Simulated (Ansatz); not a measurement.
Species: C$_{3}$H$_{4}$, SMILES `C=C=C` (charge 0, multiplicity 1).

Q: Give a relaxed geometry from B3LYP-D3(BJ)/def2-TZVP in Ansatz (an electronic-structure program).

A: the end point of this relaxation (outside a Z-matrix the atoms follow the SMILES, hydrogens last).
Bonded distances (Å): C1–C2 1.300, C1–H4 1.084, C1–H5 1.084, C2–C3 1.300, C3–H6 1.084, C3–H7 1.084. Angles (°): C2–C1–H4 121.3, C2–C1–H5 121.3, H4–C1–H5 117.4, C1–C2–C3 180.0, C2–C3–H6 121.3, C2–C3–H7 121.3, H6–C3–H7 117.4.
